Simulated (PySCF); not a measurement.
A species of formula C8H10O2 has this rotational fingerprint, computed with PySCF 2.14.0, PBE0-D3(BJ)/def2-SVP geometry optimisation, gas phase:

* Rotational constants: A = 4541, B = 695.1, C = 607.5 MHz
* Dipole components: |μa| = 0.00 D, |μb| = 0.00 D, |μc| = 0.00 D
* Inertial defect: -6.49 u·Å²
* κ: -0.96

**Question.** Which structure is it? (One computed conformer of each.)
A. `[CH3:1][O:2][CH2:3][c:4]1[cH:5][cH:6][c:7]([OH:8])[cH:9][cH:10]1` with C1–O2–C3–C4 69°, O2–C3–C4–C5 42°, C6–C7–O8–H 0°
B. `[CH3:1][O:2][c:3]1[cH:4][cH:5][cH:6][cH:7][c:8]1[CH2:9][OH:10]` with C1–O2–C3–C4 2°, C7–C8–C9–O10 124°, C8–C9–O10–H 58°
C. `[CH2:1]=[CH:2][C:3](=[CH2:4])/[CH:5]=[C:6](\[CH3:7])[O:8][CH:9]=[O:10]` with C1–C2–C3–C4 177°, C2–C3–C5–C6 -73°, C5–C6–O8–C9 -4°, C6–O8–C9–O10 1°
D. `[CH2:1]=[CH:2][C:3](=[CH2:4])/[CH:5]=[CH:6]\[O:7][C:8]([CH3:9])=[O:10]` with C1–C2–C3–C4 -168°, C2–C3–C5–C6 52°, C5–C6–O7–C8 -178°, C6–O7–C8–C9 179°
E. `[CH3:1][O:2][c:3]1[cH:4][cH:5][c:6]([O:7][CH3:8])[cH:9][cH:10]1` with C1–O2–C3–C4 180°, C5–C6–O7–C8 0°

**Answer.** E. It is COc1ccc(OC)cc1, a near-prolate asymmetric top, point group C2h. The candidates at the same level (rigid rotor, commonest isotopes):

```tsv
SMILES	A (MHz)	B (MHz)	C (MHz)	μa (D)	μb (D)	μc (D)	Δ (u·Å²)	point group	rotor
C=CC(=C)/C=C(\C)OC=O	2046	813.8	759.8	0.34	1.76	0.98	-202.95	C1	near-prolate asymmetric top
C=CC(=C)/C=C\OC(C)=O	2422	768.7	666.3	0.66	1.25	0.90	-107.62	C1	asymmetric top
COCc1ccc(O)cc1	3439	720.1	665.3	0.66	0.73	0.50	-89.11	C1	near-prolate asymmetric top
COc1ccc(OC)cc1	4541	695.1	607.5	0.00	0.00	0.00	-6.49	C2h	near-prolate asymmetric top
COc1ccccc1CO	1744	1337	788.4	0.64	2.89	0.78	-26.82	C1	asymmetric top
```

`C=CC(=C)/C=C(\C)OC=O` has A 55 % too low; `C=CC(=C)/C=C\OC(C)=O` has A 47 % too low; `COc1ccccc1CO` has B 92 % too high; `COCc1ccc(O)cc1` has A 24 % too low. No structure here is proved a minimum.
